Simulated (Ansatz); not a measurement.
Energy differences in C2H2O

Calculated in Ansatz's Gaussian-basis code; CASPT2, NEVPT3, MR-AQCC by development code. Basis cc-pVTZ, nonrelativistic, 3 orbitals frozen in the corrections; active space CAS(6,5). Restricted Hartree–Fock, then the lowest state-specific CASSCF solution met for each case. On stretched bonds single-reference methods can fail or change state. Unlike active orbitals can shift such differences by tenths of an eV, at times by over 1 eV.

Case A, triplet:

```xyz
5

C     0.0126   -0.0010   -1.2038
C    -0.0055   -0.0090    0.0819
H     0.0116    0.9491   -1.7659
H    -0.0103   -0.9361   -1.7701
O    -0.0126   -0.0128    1.2874
```

Case B, singlet: the shape of A.

Energy less that of case A, in eV:

```tsv
case	RHF/ROHF	CASSCF	SC-NEVPT2	FIC-NEVPT2	NEVPT3	CASPT2 (IPEA 0)
B	-3.118	-3.764	-3.644	-3.625	-3.629	-3.345
```

Give the MR-AQCC energies against case A.

B: -3.682 eV (-84.9 kcal/mol).

Which case is lowest, and do the methods agree?

B is lowest in MR-AQCC. Of the methods shown, RHF/ROHF, CASSCF, SC-NEVPT2, FIC-NEVPT2, NEVPT3, CASPT2 (IPEA 0) agree.
